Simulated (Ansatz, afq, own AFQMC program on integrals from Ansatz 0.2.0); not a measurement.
AFQMC on a folder of integrals that Ansatz 0.2.0 wrote.

```yaml
crystal:
  periodic: [false, false, false]
  atoms:
    - {symbol: C, position_ang: [-0.318927, -0.503536, -0.135338]}
    - {symbol: N, position_ang: [0.703539, 0.340060, 0.274720]}
    - {symbol: H, position_ang: [-1.314730, -0.294160, 0.263190]}
    - {symbol: H, position_ang: [-0.250047, -0.896390, -1.152810]}
    - {symbol: H, position_ang: [1.636926, 0.059167, -0.006639]}
    - {symbol: H, position_ang: [0.686638, 0.598039, 1.255747]}
basis:
  gaussian: {orbitals: def2-TZVP}
magnetization: {spin_polarized: true, initial_magnetization: 1}
correlation: {method: ccsd_t, electrons: outside_noble_gas, hamiltonian_folder: ham}
```

```sh
$ ansatz run in.yaml --threads 1 --pin off --events-out ev --progress --plain --max-ram 16896MiB --backend cuda --devices 0, --max-vram 18GiB
```

afq runs on the folder ham with

```
--method phaseless --trial cisd --walkers 1600 --populations 20 --least-time 60 --time-step 0.005 --steps-per-block 50 --equilibration-blocks 28 --max-blocks 4000 --target-error 0.00021 --factor-cut 1e-05 --start spin_pure --seed 4808 --release-times 0.24,0.51,0.99,1.62,2.4 --release-step 0.03 --release-every 3 --taylor-order 6
```

Times are imaginary, in 1/Eh. The walk had a cap of 238 s. With eight or more populations the least sampling time is a fifth of least-time, and the error comes from their spread.

Log:

```
orbitals 84  electrons 7 6  factors 598 of 598
reference energy -94.63143979 Eh
CCSD correlation -0.38341567 Eh in 11 cycles, weight of the determinant in the CISD state 0.8816
energy of the start -95.014185 Eh
 block  time / (1/Eh)  mean weight  energy / Eh
     1     0.250  0.9996  -95.011441
     2     0.500  1.0000  -95.018382
     3     0.750  0.9995  -95.021853
     4     1.000  0.9994  -95.024225
     5     1.250  1.0004  -95.024703
     7     1.750  0.9997  -95.027607
     9     2.250  1.0002  -95.027752
    11     2.750  1.0001  -95.029983
    15     3.750  1.0005  -95.029918
    19     4.750  1.0002  -95.029846
    23     5.750  0.9997  -95.027073
    27     6.750  0.9993  -95.031621
    31     7.750  1.0002  -95.028626
    35     8.750  0.9994  -95.032511
    39     9.750  1.0000  -95.029241
    43    10.750  1.0000  -95.028000
    47    11.750  0.9998  -95.027792
    51    12.750  1.0000  -95.028369
    55    13.750  1.0000  -95.029213
    59    14.750  0.9999  -95.027725
    63    15.750  0.9993  -95.029276
    67    16.750  0.9999  -95.029309
    71    17.750  1.0006  -95.029489
    75    18.750  0.9996  -95.029817
    79    19.750  1.0003  -95.031740
    83    20.750  1.0002  -95.029585
    87    21.750  0.9997  -95.027209
    91    22.750  1.0001  -95.031123
error from the spread of 20 populations
released: time / (1/Eh)  energy / Eh  error  mean overlap
  0.24  -95.029558  0.000161  0.9944
  0.51  -95.029482  0.000261  0.9899
  0.99  -95.029498  0.000216  0.9863
  1.62  -95.030200  0.000449  0.9539
  2.40  -95.029045  0.000405  0.9441
energy -95.029494 +/- 0.000204 Eh
(rows thinned)
```

The run passed its tests (sampling time, drift between the halves within three errors, error under three times the target), which doesn't prove that it has relaxed, ending at its cap on processor time.

Against this walk (error 5.6 meV) on the same determinant: CCSD(T) 35.1 meV higher, CCSDT(Q) 4.4 meV higher (within the noise). The error is statistical and leaves out the bias of the constraint. Released to 2.40 1/Eh the energy moves by 12 ± 12 meV (both errors), within twice the noise.

Cautions: constraint bias not in the error.

The walk took 4 min on 1 × NVIDIA H100 80GB HBM3 with 2 threads of AMD EPYC 7R13 Processor (Zen 3), on a shared host (the card was shared). The log's last line is the phaseless energy.

CCSDT and higher add their correlation energy to the determinant of the CCSD(T) run, since their own runs factorise the integrals more tightly (a shift of under 2 meV).
